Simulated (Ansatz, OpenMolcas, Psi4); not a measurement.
**SiH2O2 (SMILES O[Si]O): the energy, rung by rung**

SiH2O2: 5 atoms, total charge 0, spin state singlet. SMILES: `O[Si]O`. Geometry: relaxed at PBE0-D4/def2-TZVP. This is one conformer, not always the lowest.

```csv
atom,x (Å),y (Å),z (Å)
O,-1.4432,-0.1056,-0.2750
Si,-0.2120,-0.7913,0.5677
O,1.0360,0.1875,0.0686
H,-1.2319,0.6489,-0.8361
H,1.9011,-0.0131,0.4334
```

Quantity: the energy change with the O3–H5 bond stretched from 0.960 to 1.440 Å, in eV. The values are calculated.

```csv
level,kind,program,value (eV),less CCSD(T)/aug-cc-pVDZ,CPU time (all runs)
HF/aug-cc-pVDZ (restricted),Hartree–Fock,OpenMolcas,2.93,+0.66,18 s
revPBE/aug-cc-pVDZ (restricted),GGA,Psi4,2.11,-0.16,33 s
r2SCAN0/aug-cc-pVDZ (restricted),hybrid meta-GGA,Ansatz,2.52,+0.25,17 s
HSE06/aug-cc-pVDZ (restricted),range-separated hybrid,Ansatz,2.41,+0.14,10 s
B2PLYP/aug-cc-pVDZ (restricted),double hybrid,Ansatz,2.32,+0.05,15 s
RPA@PBE/aug-cc-pVDZ (restricted),RPA,Ansatz,2.14,-0.13,16 s
MP2/aug-cc-pVDZ (restricted),perturbation theory,OpenMolcas,2.31,+0.04,16 s
CCSD(T)/aug-cc-pVDZ (restricted),coupled cluster or CI,OpenMolcas,2.27,0.00,84 s
```

CCSD(T)/aug-cc-pVDZ (restricted) is the highest level here, not the true value. The first shape isn't each level's own minimum. The values span 2.11 to 2.93 eV. Times are those of the runs behind each value, whatever else they computed, on shared processors of several kinds: orders of magnitude only.
